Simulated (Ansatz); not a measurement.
Two shapes of singlet CF4.

Shape 1:

```xyz
5

C     0.0393   -0.0309   -0.0016
F     0.7939    0.7959    0.7572
F     0.7448   -0.7668   -0.7124
F    -0.7321    0.7442   -0.7985
F    -0.7794   -0.7377    0.8000
```

Shape 2:

```xyz
5

C     0.0288   -0.1193    0.0065
F     0.7759    0.8348    0.8357
F     0.8250   -0.7542   -0.6747
F    -0.7338    0.8072   -0.8619
F    -0.8536   -0.7807    0.7746
```

Basis set: 6-31G (spherical functions). Frozen core: 5 orbitals. Charge 0, multiplicity 1.

Computed with Ansatz (development build ahead of 0.2.0); each method stands on the lowest determinant of its kind that the runs found.

Which shape is lower in energy, and by how much in each method?

| method | E(2) − E(1) (eV) |
| --- | --- |
| RHF | 0.803 |
| RHF-MP2 | 0.323 |

Shape 1 is lower.
